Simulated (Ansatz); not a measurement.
## Energy of Ir (space group No. 221) less that of fcc Ir, by level of theory

No measured value is used here.

```csv
level (code),value (meV/atom)
PBE (Ansatz),1003
PBEsol (Ansatz),(withheld)
PBE-D3(BJ) (Ansatz),1112
r²SCAN (Ansatz),1034
```

Problem. What belongs in the gaps?

Solution. 
- PBEsol (Ansatz, a quantum-chemistry and plane-wave program), value (meV/atom): 1106

Density-functional levels without +SOC have no spin–orbit coupling. Each level is taken at its own relaxed cell. Ansatz's density-functional and Hartree–Fock values are scalar-relativistic unless marked +SOC, with PAW data made under PBE.
